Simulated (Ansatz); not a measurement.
Input for Ansatz (development build ahead of 0.2.0):

```yaml
crystal:
  periodic: [false, false, false]
  atoms:
    - { symbol: C, position_ang: [0.00113, 0.01828, -0.54076] }
    - { symbol: F, position_ang: [0.01493, 0.83184, 0.15696] }
    - { symbol: F, position_ang: [0.00241, -0.90023, 0.13747] }
basis:
  gaussian: { orbitals: "6-31G" }
hamiltonian:
  xc: hf
```

The input is written out in the form of the current development build from the run's settings.

Output:

| Quantity | Value |
| --- | --- |
| Converged | yes |
| Total energy | -236.40830 hartree |
| Spin squared of the determinant | 0.000 |

Caution: no unrestricted run beside it, a lower state can exist.
